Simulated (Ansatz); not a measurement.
Geometry optimisation, Ansatz 0.2.0, RKS B3LYP/def2-SVPD.

input.yaml

```yaml
crystal:
  periodic: [false, false, false]
  atoms:
    - { symbol: B, position_ang: [0.0, 0.0, 0.0] }
    - { symbol: H, position_ang: [0.0, 0.0, 1.54] }
    - { symbol: Cl, position_ang: [1.6108, 0.0, -0.93] }
    - { symbol: H, position_ang: [-1.0305, 0.0, -0.595] }
    - { symbol: O, position_ang: [0.3647, 1.5813, 0.5392] }
    - { symbol: H, position_ang: [1.1213, 1.5436, 1.2072] }
    - { symbol: H, position_ang: [0.1936, 0.8393, 1.537] }
basis:
  gaussian: { orbitals: def2-SVPD }
hamiltonian:
  xc: b3lyp
relax:
  f_tol: 0.15
  max_steps: 25
  restrain:
    - { distance: [0, 4], at: 2.61, k: 30.0 }
    - { distance: [6, 1], at: 1.86, k: 30.0 }
    - { distance: [0, 1], at: 1.19, k: 30.0 }
    - { distance: [6, 4], at: 1.01, k: 30.0 }
```

Launched with:

```bash
$ ansatz run input.yaml --threads 2 --pin off --max-ram 3072MiB --backend cpu --events-out ev --progress --plain --runs-dir out
```

**Question.** Where does it end, and by what steps?

**Answer.** It converged. The restraints hold the end off the free minimum; the threshold counts their pulls, which the force column leaves out. Restrained pairs: B1–O5 (1.71 → 2.61 Å), H2–H7 (0.86 → 1.87 Å), B1–H2 (1.54 → 1.19 Å), O5–H7 (1.26 → 0.98 Å). After 10 steps the energy has fallen by 3.535 eV (the restraints' own energy left out); O5 moved furthest, 0.71 Å.

| step | energy less start (eV) | largest force component (eV/Å) | accepted |
| --- | --- | --- | --- |
| 0 | 0.0000 | 4.119 | yes |
| 1 | -0.7785 | 3.832 | yes |
| 2 | -1.7091 | 3.130 | yes |
| 3 | -2.6880 | 2.140 | yes |
| 4 | -3.1659 | 2.702 | yes |
| 5 | -3.4158 | 1.638 | yes |
| 6 | -3.4933 | 0.872 | yes |
| 7 | -3.5263 | 0.810 | yes |
| 8 | -3.5167 | 1.229 | no |
| 9 | -3.5305 | 0.841 | yes |
| 10 | -3.5349 | 0.848 | yes |

```xyz
7
Properties=species:S:1:pos:R:3
B -0.016 -0.301 -0.086
H -0.035 -0.526 1.087
Cl 1.497 -0.599 -0.940
H -0.983 0.001 -0.719
O 0.308 1.982 1.126
H 1.249 2.199 1.103
H 0.239 1.207 1.728
```

The run took 18 s on 2 threads of Arm Neoverse V2, on a shared host, peak memory 0.17 GiB.
